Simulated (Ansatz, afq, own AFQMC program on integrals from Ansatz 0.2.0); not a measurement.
Two steps: Ansatz 0.2.0 writes the Fock matrix and Cholesky factors of the valence space, and afq projects on them the lowest state that overlaps trial and start.

```yaml
crystal:
  periodic: [false, false, false]
  atoms:
    - {symbol: Ge, position_ang: [-0.929815, 0.014100, 0.000000]}
    - {symbol: H, position_ang: [-1.441265, 1.460699, 0.000001]}
    - {symbol: H, position_ang: [-1.441265, -0.709200, 1.252791]}
    - {symbol: H, position_ang: [-1.441265, -0.709199, -1.252792]}
    - {symbol: H, position_ang: [0.878185, 0.014100, 0.000000]}
    - {symbol: Si, position_ang: [2.427185, 0.014100, 0.000000]}
    - {symbol: H, position_ang: [2.823619, -1.465414, -0.000001]}
basis:
  gaussian: {orbitals: cc-pVDZ}
magnetization: {spin_polarized: true, initial_magnetization: 1}
correlation: {method: ccsd_t, electrons: outside_noble_gas, hamiltonian_folder: ham}
```

```sh
$ ansatz run in.yaml --threads 1 --pin off --events-out ev --progress --plain --max-ram 16896MiB --backend cuda --devices 0, --max-vram 18GiB
```

afq runs on the folder ham with

```
--method phaseless --trial cisd --walkers 4000 --populations 20 --least-time 60 --time-step 0.005 --steps-per-block 50 --equilibration-blocks 28 --max-blocks 4000 --target-error 0.00021 --factor-cut 1e-05 --start spin_pure --seed 2300 --release-times 0.24,0.51,0.99,1.62,2.4 --release-step 0.03 --release-every 3 --taylor-order 6
```

Times are imaginary, in 1/Eh. The walk had a cap of 171 s. With eight or more populations the least sampling time is a fifth of least-time, and the error comes from their spread. Filled inner d shells are frozen with the cores.

```
orbitals 51  electrons 7 6  factors 406 of 726
reference energy -2367.03815085 Eh
CCSD correlation -0.24427727 Eh in 15 cycles, weight of the determinant in the CISD state 0.8455
energy of the start -2367.281282 Eh
 block  time / (1/Eh)  mean weight  energy / Eh
     1     0.250  0.9998  -2367.276799
     2     0.500  0.9999  -2367.277675
     3     0.750  1.0000  -2367.279809
     4     1.000  0.9999  -2367.281649
     5     1.250  0.9998  -2367.283348
     8     2.000  0.9998  -2367.287111
    11     2.750  1.0002  -2367.288015
    14     3.500  1.0000  -2367.289748
    17     4.250  0.9997  -2367.290143
    20     5.000  0.9999  -2367.289465
    23     5.750  0.9999  -2367.290387
    26     6.500  1.0004  -2367.290840
    29     7.250  1.0000  -2367.290416
    32     8.000  1.0000  -2367.290212
    35     8.750  1.0005  -2367.290489
    38     9.500  1.0000  -2367.290590
    41    10.250  1.0001  -2367.290813
    44    11.000  1.0001  -2367.290363
    45    11.250  0.9999  -2367.291252
    47    11.750  1.0001  -2367.290737
    50    12.500  1.0002  -2367.290521
    53    13.250  0.9997  -2367.290666
    56    14.000  1.0005  -2367.290420
    59    14.750  1.0001  -2367.290086
    62    15.500  0.9998  -2367.290718
    65    16.250  1.0001  -2367.290706
    68    17.000  1.0000  -2367.289610
    71    17.750  0.9998  -2367.290149
    74    18.500  0.9998  -2367.290545
    77    19.250  1.0000  -2367.291137
    78    19.500  1.0000  -2367.291127
error from the spread of 20 populations
released: time / (1/Eh)  energy / Eh  error  mean overlap
  0.24  -2367.290479  0.000086  1.0030
  0.51  -2367.290707  0.000098  0.9999
  0.99  -2367.290756  0.000118  0.9992
  1.62  -2367.290825  0.000107  0.9999
  2.40  -2367.290971  0.000146  1.0016
energy -2367.290467 +/- 0.000098 Eh
(rows thinned)
```

Question: Estimate how long the walk took on 1 × NVIDIA H100 80GB HBM3 with 2 threads of AMD EPYC 7R13 Processor (Zen 3) (shared host) (the card was shared).

Answer: 51 s of wall time.

The run passed its tests (sampling time, drift between the halves within three errors, error under three times the target), which doesn't prove that it has relaxed.

Against this walk (error 2.7 meV) on the same determinant: CCSD(T) 37.4 meV higher, CCSDT(Q) 14.7 meV lower. The error is statistical and leaves out the bias of the constraint. The released energies are still falling (meV from the phaseless value at times in 1/Eh: -0.3 ± 2.3 at 0.24, -7 ± 3 at 0.51, -8 ± 3 at 0.99, -10 ± 3 at 1.62, -14 ± 4 at 2.40), so they give no level.

Cautions: constraint bias not in the error; no relativity below Rb; no spin-orbit coupling; inner d shell frozen.

CCSDT and higher add their correlation energy to the determinant of the CCSD(T) run, since their own runs factorise the integrals more tightly (a shift of under 2 meV). A walk keeps the symmetry of its determinant, which the program's search chose and which needn't be the lowest solution, so a lower state of the same spin and another symmetry isn't excluded.
